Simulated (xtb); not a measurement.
CH2, SMILES [CH2] (connectivity only; charge and spin as stated), neutral, multiplicity 1. All values are semi-empirical tight-binding results from xtb (GFN2-xTB unless named), good for trends rather than for accurate numbers. Geometry optimised at GFN2-xTB. The isomer is the one that the SMILES or the coordinates give; other isomers of the formula were not compared.

Question: Estimate the properties. (The exact figures need the calculation; the answer reports its results.)

Answer: 
The point group as xtb finds it is C2v and the orbital gap is 0.95 eV. The dipole moment is 1.76 D, the zero-point energy comes out as 10.2 kcal/mol and the G − E(el) at 298.15 K (modified RRHO) is -0.9 kcal/mol. The static polarisability (D4 model) is 14.1 bohr³, the solvation energy, GFN2-xTB/ALPB(water) is -0.6 kcal/mol and the solvation energy, GFN2-xTB/ALPB(thf) comes out as -1.4 kcal/mol.

Question: Give the IR lines (harmonic; lines under 4 % of the strongest left out, lines within 3 cm⁻¹ merged). (Estimate from the structure and the level; the computed values follow.)

Answer: ν (cm⁻¹): 1359 (m), 2855 (w), 2919 (vs) (against the strongest line: vs over 80 %, s over 45 %, m over 15 %, w over 4 %, vw less)
